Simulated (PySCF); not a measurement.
**Atomic charges against the basis set**

Species: C3H4O.
Structure used (PBE0-D3(BJ)/def2-SVP), in Å, numbered top down from 1:
```xyz
8
C3H4O angstrom
C      1.765   -0.501    0.870
C      0.733   -0.254    0.289
C     -0.504    0.025   -0.434
O     -1.329    0.874    0.316
H      2.682   -0.709    1.389
H     -0.231    0.466   -1.415
H     -0.995   -0.946   -0.655
H     -2.120    1.045   -0.205
```

PBE0 throughout (PySCF), one geometry, spherical d and f functions. Geometry: PBE0-D3(BJ)/def2-SVP, one conformer, isolated molecule. Atoms taken as equivalent share a column and are averaged.

Mulliken charges (e):

```
        basis  functions      C1      C2      C3      O4      H5   H6/H7      H8
       STO-3G         24  -0.135  -0.036  -0.060  -0.275  +0.120  +0.089  +0.208
        6-31G         44  -0.451  +0.167  -0.148  -0.602  +0.279  +0.185  +0.384
       6-31G*         64  -0.480  +0.277  -0.188  -0.631  +0.237  +0.180  +0.425
     def2-SVP         76  -0.411  +0.192  +0.209  -0.309  +0.048  +0.048  +0.174
6-311+G(2d,p)        132  -0.979  +1.174  -0.569  -0.357  +0.161  +0.155  +0.260
    def2-TZVP        148  -0.105  -0.031  -0.187  -0.414  +0.178  +0.124  +0.309
```

IAO charges (e):

| basis | functions | C1 | C2 | C3 | O4 | H5 | H6/H7 | H8 |
| --- | --- | --- | --- | --- | --- | --- | --- | --- |
| STO-3G | 24 | -0.163 | -0.039 | -0.149 | -0.328 | +0.161 | +0.133 | +0.250 |
| 6-31G | 44 | -0.222 | -0.019 | -0.093 | -0.513 | +0.202 | +0.149 | +0.348 |
| 6-31G* | 64 | -0.219 | -0.026 | -0.057 | -0.522 | +0.197 | +0.139 | +0.348 |
| def2-SVP | 76 | -0.222 | -0.021 | -0.054 | -0.520 | +0.193 | +0.138 | +0.348 |
| 6-311+G(2d,p) | 132 | -0.236 | -0.022 | -0.060 | -0.552 | +0.206 | +0.149 | +0.365 |
| def2-TZVP | 148 | -0.236 | -0.022 | -0.057 | -0.548 | +0.205 | +0.147 | +0.363 |

Hirshfeld charges (e):

```json
{"basis": "STO-3G", "functions": "24", "C1": "-0.097", "C2": "-0.063", "C3": "+0.092", "O4": "-0.177", "H5": "+0.079", "H6/H7": "+0.019", "H8": "+0.129"}
{"basis": "6-31G", "functions": "44", "C1": "-0.116", "C2": "-0.046", "C3": "+0.039", "O4": "-0.237", "H5": "+0.100", "H6/H7": "+0.044", "H8": "+0.172"}
{"basis": "6-31G*", "functions": "64", "C1": "-0.119", "C2": "-0.050", "C3": "+0.035", "O4": "-0.228", "H5": "+0.101", "H6/H7": "+0.044", "H8": "+0.172"}
{"basis": "def2-SVP", "functions": "76", "C1": "-0.115", "C2": "-0.044", "C3": "+0.021", "O4": "-0.221", "H5": "+0.095", "H6/H7": "+0.046", "H8": "+0.173"}
{"basis": "6-311+G(2d,p)", "functions": "132", "C1": "-0.112", "C2": "-0.051", "C3": "+0.013", "O4": "-0.221", "H5": "+0.097", "H6/H7": "+0.052", "H8": "+0.170"}
{"basis": "def2-TZVP", "functions": "148", "C1": "-0.114", "C2": "-0.048", "C3": "+0.012", "O4": "-0.221", "H5": "+0.096", "H6/H7": "+0.051", "H8": "+0.173"}
```

ESP-fitted charges (e):

```csv
basis,functions,C1,C2,C3,O4,H5,H6/H7,H8
STO-3G,24,-0.270,-0.059,+0.225,-0.432,+0.205,+0.019,+0.294
6-31G,44,-0.429,+0.008,+0.333,-0.673,+0.302,+0.013,+0.434
6-31G*,64,-0.464,+0.064,+0.176,-0.552,+0.314,+0.037,+0.388
def2-SVP,76,-0.453,+0.032,+0.238,-0.545,+0.308,+0.024,+0.372
"6-311+G(2d,p)",132,-0.504,+0.068,+0.203,-0.556,+0.335,+0.036,+0.381
def2-TZVP,148,-0.508,+0.079,+0.185,-0.542,+0.333,+0.036,+0.380
```

Which scheme is steadiest as the basis changes?

Largest range over the bases for any column: Hirshfeld 0.08 e, IAO 0.22 e, ESP-fitted 0.24 e, Mulliken 1.21 e. Hirshfeld charges move least and Mulliken charges most, counted in e. Without the minimal STO-3G basis the ranges are Hirshfeld 0.03, IAO 0.04, ESP-fitted 0.16, Mulliken 1.21 e.

How much do the charges still move between the two largest bases, 6-311+G(2d,p) and def2-TZVP?

At most, over all atoms: Mulliken 1.205 e, IAO 0.004 e, Hirshfeld 0.003 e, ESP-fitted 0.018 e.

What do the same runs give for the total energy, the frontier levels and the dipole moment?

| basis | energy (Eh) | HOMO (eV) | LUMO (eV) | μ (D) |
| --- | --- | --- | --- | --- |
| STO-3G | -189.1566 | -4.50 | 4.71 | 1.64 |
| 6-31G | -191.5677 | -7.36 | 0.96 | 2.22 |
| 6-31G* | -191.6185 | -7.28 | 1.01 | 1.88 |
| def2-SVP | -191.4884 | -7.47 | 0.66 | 1.92 |
| 6-311+G(2d,p) | -191.6929 | -7.66 | -0.22 | 1.96 |
| def2-TZVP | -191.7087 | -7.61 | 0.23 | 1.92 |

The dipole is fixed by the density alone, so its range of 0.58 D shows that the density itself changes with the basis, not only its division among atoms.
